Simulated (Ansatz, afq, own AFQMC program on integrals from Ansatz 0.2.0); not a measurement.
**ZnNH$_{2}$, quartet: AFQMC among the cluster methods**

```yaml
atoms:
  - { symbol: N, position_ang: [-0.4962, 0.6174, -0.0943] }
  - { symbol: Zn, position_ang: [0.7042, -1.0488, 0.1336] }
  - { symbol: H, position_ang: [-0.7896, 0.2728, -1.0659] }
  - { symbol: H, position_ang: [-0.8736, 1.5338, 0.3127] }
```

Connectivity, by distances: NH2–Zn.

Basis def2-TZVP. Only valence electrons are correlated. Ansatz 0.2.0 and our own AFQMC program on the same integrals; the CISD trial comes from CCSD amplitudes, and released means the phaseless constraint is let go. Error bars are statistical, one sigma. The metal's outer-core s and p shells are frozen, which shifts wave-function levels against functionals.

Determinant: UHF, the one that the program's search chose, which needn't be the lowest solution. The geometry is a PBE0/def2-SVP stationary point of this or a neighbouring charge and spin state.

No full CI on the walks' own integrals is used here. The released AFQMC energy serves as the reference, which it does only where one determinant dominates, the energy is flat over the last release times and near the phaseless one (40 meV or 2 meV an electron, half that with transition metals). On small molecules, where full CI could be run and the noise was under 10 meV, such values lay within 10 meV of it in 19 cases of 20, a flattering rate, since the rule was set on those same cases; what remains of the bias isn't in the error bar.

Cautions: no relativity below Rb; outer-core shells of the metal frozen; higher spins were not checked; the released value is read at 0.99 1/Eh with a noise of 10 meV, more than in the cases checked, later times being too noisy (meV from the phaseless value at times in 1/Eh: -16 ± 5 at 0.24, -6 ± 7 at 0.51, -5 ± 10 at 0.99, 13 ± 17 at 1.50); released reference can be 30 meV off for metals.

```
T1 diagnostic                               : 0.0183
weight of the determinant in the CISD state : 0.882
⟨S²⟩ of the determinant                     : 3.765
size of the correlated space                : 19 electrons in 81 orbitals
```

Reference: AFQMC with the constraint released, correlation energy -15.260 ± 0.010 eV.

```
        level  E − E(reference) (kcal/mol)  share of correlation (%)
           HF                351.90 ± 0.23                      0.00
          MP2                 -0.96 ± 0.23                    100.27
         CCSD                  8.82 ± 0.23                     97.49
      CCSD(T)                  0.36 ± 0.23                     99.90
  ph-AFQMC/HF                 -1.16 ± 0.83                    100.33
ph-AFQMC/CISD                  0.11 ± 0.28                     99.97
```

Released energies are given only where the last usable release times agree within the noise; a slower fall can still hide under it.
